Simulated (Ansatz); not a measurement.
System: corundum (α-Al2O3). Method: r²SCAN+rVV10 in Ansatz (plane waves, PAW).

Run with plane-wave cutoff 560 eV, 8×8×8 k mesh, Fermi–Dirac smearing 0.01 eV, scalar-relativistic PAW data made under PBE.

Shape and atoms are relaxed at each volume.

The direct gap at Γ against volume; x = 100 ln(V/8.456 Å³). One gap is withheld.

| V (Å³/atom) | x | gap (eV) |
|---|---|---|
| 8.118 | -4.08 | ? |
| 8.287 | -2.02 | 7.404 |
| 8.456 | 0.00 | 7.147 |
| 8.625 | 1.98 | 6.899 |
| 8.794 | 3.92 | 6.658 |

**Question.** Fit a straight line to the rows shown, give the volume deformation potential and predict the withheld gap.

**Answer.** Means of the 4 rows: x̄ = 0.970, ȳ = 7.0270 eV. Σ(x − x̄)(y − ȳ) = -2.4615 and Σ(x − x̄)² = 19.604, so the slope is -0.1256 eV per unit of x, and dE_g/d ln V = -12.6 eV. At x = -4.08: 7.0270 + (-0.1256) × (-4.08 − (0.970)) = 7.661 eV. The run gives 7.670 eV, 0.009 eV above the line, as the curve bends the same way over all rows.

Note: the bulk modulus comes from volumes at which shape and atoms were relaxed.

Ansatz is a quantum-chemistry and plane-wave program.
